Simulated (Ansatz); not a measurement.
# BSi− (singlet): geometry optimisation

Where does this start of BSi− (singlet) end when it is relaxed?

Computed with Ansatz 0.2.0, Gaussian basis. Level: RKS PBE0/def2-TZVPD.

## 1. Starting geometry

2 atoms, charge -1, spin multiplicity 1.

Atoms are counted from 1 here; the program's logs count them from 0.

Bond lengths: Si1–B2 1.813 Å.

As a file:

```xyz
2

Si    0.0000    0.0000    0.0000
B     0.0000    0.0000    1.8135
```

The start is set by covalent radii. Sticks and bond lists go by distance. 

## 2. The run

File in.yaml:

```yaml
crystal:
  periodic: [false, false, false]
  atoms:
    - {symbol: Si, position_ang: [0.000000, 0.000000, 0.000000]}
    - {symbol: B, position_ang: [0.000000, 0.000000, 1.813500]}
basis:
  gaussian: {orbitals: def2-TZVPD}
total_charge: -1
hamiltonian: {xc: pbe0}
relax: {f_tol: 0.004, max_steps: 80}
```

On the command line:

```bash
$ ansatz run in.yaml --threads 1 --pin off --events-out ev --progress --plain --max-ram 2176MiB
```

**Question.** What will these runs give? Wanted: energy gained; shift from the start; total energy.

**Answer**, as computed:

```
                  quantity          value
                     steps              5
             energy gained       0.009 eV
shift from the start (rms)        0.014 Å
              total energy  -8544.9933 eV
```

The bonds of the start are those of the end. Si1–B2 went from 1.813 to 1.785 Å. No vibrations were run, so this is a stationary point, not a proven minimum, and this spin need not be the ground state's.
